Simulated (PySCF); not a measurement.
Z-matrix (Å, degrees):
```
Cl
```
Charge 0, spin multiplicity 2.

**Question.** What is the computed dipole moment, highest occupied spin orbital and total energy (PySCF 2.14.0 with ωB97X-D3(BJ)/def2-TZVP)?

**Answer.** 
The dipole moment is 0.00 D. The highest occupied spin orbital is -12.17 eV and the total energy is -12521.38 eV.
